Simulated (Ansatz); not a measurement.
Relaxation of H5NSi (7 atoms, charge 0, multiplicity 1), to a largest force component of 0.03 eV/Å in at most 50 steps.

Theory: RKS r2SCAN-D4/def2-SVP (Ansatz).

```xyz
7
Properties=species:S:1:pos:R:3
Si 0.284 -0.001 0.094
N 0.835 -0.202 1.764
H 0.195 -0.180 2.554
H 1.678 0.313 1.994
H 1.664 0.031 -0.371
H -0.486 1.228 -0.289
H -0.496 -1.190 -0.361
```

Problem. Where does it end, and by what steps?

Solution. The forces met the threshold. After 5 steps the energy has fallen by 0.218 eV; H5 moved furthest, 0.34 Å.

```csv
step,energy less start (eV),largest force component (eV/Å),accepted
0,0.0000,1.352,yes
1,-0.1811,0.597,yes
2,-0.2027,0.249,yes
3,-0.2148,0.166,yes
4,-0.2179,0.053,yes
5,-0.2185,0.015,yes
```

```xyz
7
Properties=species:S:1:pos:R:3
Si 0.378 -0.002 0.127
N 0.849 -0.180 1.787
H 0.128 -0.321 2.489
H 1.571 0.432 2.156
H 1.619 -0.014 -0.704
H -0.379 1.246 -0.236
H -0.494 -1.160 -0.233
```

Whether the end is a true minimum wasn't checked by a vibrational analysis.

Time of the run: 14 s on 1 thread of Arm Neoverse V1 (shared host), peak memory 0.11 GiB.
